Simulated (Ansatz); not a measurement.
# HAl–C–O, triplet: vertical spin and charge gaps

Geometry (PBE0/def2-TZVP stationary point for this spin, not checked as a minimum):

```xyz
4

Al    0.0000   -0.1061    1.2725
C     0.0000    0.0837   -0.6437
O     0.0000    0.0363   -1.7922
H     0.0000    1.2690    2.0556
```

Basis cc-pVTZ; Ansatz 0.2.0. Correlated methods freeze the noble-gas cores. R marks a restricted (for open shells ROHF) determinant, U an unrestricted one.

Gaps are energies of the second state less the first, at fixed atoms, for a selection of the levels run; each method lands on the state that its own search finds for that charge and spin.

A value is left out where its run failed or describes another state than the reference as far as symmetry and spin tell, or, spin-broken singlets apart, can't be checked.

Removing an electron, to the doublet: 7.186 eV at UCCSDT(Q).

```
    level  gap (eV)  error (meV)
      RHF     6.840         -346
      UHF     6.888         -298
     RMP2     7.058         -128
     UMP2     7.020         -166
    RCCSD     7.173          -13
    UCCSD     7.175          -11
 RCCSD(T)     7.180           -6
 UCCSD(T)     7.178           -8
  BCCD(T)     7.179           -7
   RCCSDT     7.189            3
   UCCSDT     7.189            3
RCCSDT(Q)     7.186            0
      PBE     7.446          260
   r2SCAN     7.565          379
     PBE0     7.486          300
    B3LYP     7.418          232
  wB97M-V     7.204           18
   B2PLYP     7.198           12
  RPA-PBE     7.456          270
```

Removing an electron, to the quartet: 11.925 eV at UCCSDT(Q).

```json
{"level": "RHF", "gap (eV)": "10.929", "error (meV)": "-996"}
{"level": "UHF", "gap (eV)": "10.972", "error (meV)": "-953"}
{"level": "RMP2", "gap (eV)": "11.718", "error (meV)": "-207"}
{"level": "UMP2", "gap (eV)": "11.706", "error (meV)": "-219"}
{"level": "RCCSD", "gap (eV)": "11.943", "error (meV)": "18"}
{"level": "UCCSD", "gap (eV)": "11.944", "error (meV)": "19"}
{"level": "RCCSD(T)", "gap (eV)": "11.937", "error (meV)": "12"}
{"level": "UCCSD(T)", "gap (eV)": "11.936", "error (meV)": "11"}
{"level": "BCCD(T)", "gap (eV)": "11.934", "error (meV)": "9"}
{"level": "RCCSDT", "gap (eV)": "11.935", "error (meV)": "10"}
{"level": "UCCSDT", "gap (eV)": "11.934", "error (meV)": "9"}
{"level": "RCCSDT(Q)", "gap (eV)": "11.926", "error (meV)": "1"}
{"level": "PBE", "gap (eV)": "11.959", "error (meV)": "34"}
{"level": "r2SCAN", "gap (eV)": "11.973", "error (meV)": "48"}
{"level": "PBE0", "gap (eV)": "12.050", "error (meV)": "125"}
{"level": "B3LYP", "gap (eV)": "12.230", "error (meV)": "305"}
{"level": "wB97M-V", "gap (eV)": "12.240", "error (meV)": "315"}
{"level": "B2PLYP", "gap (eV)": "12.031", "error (meV)": "106"}
{"level": "RPA-PBE", "gap (eV)": "12.232", "error (meV)": "307"}
```

Problem. PBE gives 5.875 eV for quintet less triplet. Estimate what UCCSDT(Q) gives in cc-pVTZ.

Solution. UCCSDT(Q) in cc-pVTZ gives 6.037 eV, so against it PBE is off by -0.162 eV, of which a good part can be the reference's own basis and frozen-core error.

| level | gap (eV) | error (meV) |
| --- | --- | --- |
| RHF | 5.290 | -747 |
| UHF | 5.252 | -785 |
| RMP2 | 6.003 | -34 |
| UMP2 | 6.025 | -12 |
| RCCSD | 6.061 | 24 |
| UCCSD | 6.057 | 20 |
| RCCSD(T) | 6.066 | 29 |
| UCCSD(T) | 6.065 | 28 |
| BCCD(T) | 6.064 | 27 |
| RCCSDT | 6.048 | 11 |
| UCCSDT | 6.046 | 9 |
| RCCSDT(Q) | 6.039 | 2 |
| r2SCAN | 5.852 | -185 |
| PBE0 | 5.926 | -111 |
| B3LYP | 6.148 | 111 |
| wB97M-V | 6.350 | 313 |
| B2PLYP | 6.178 | 141 |
| RPA-PBE | 6.089 | 52 |

Full CI isn't at hand for all of this; UCCSDT(Q) serves as the reference, and is uncertain by about the last step of the cluster series. The frozen core follows each run's orbitals, which can shift R against U totals by a few meV.
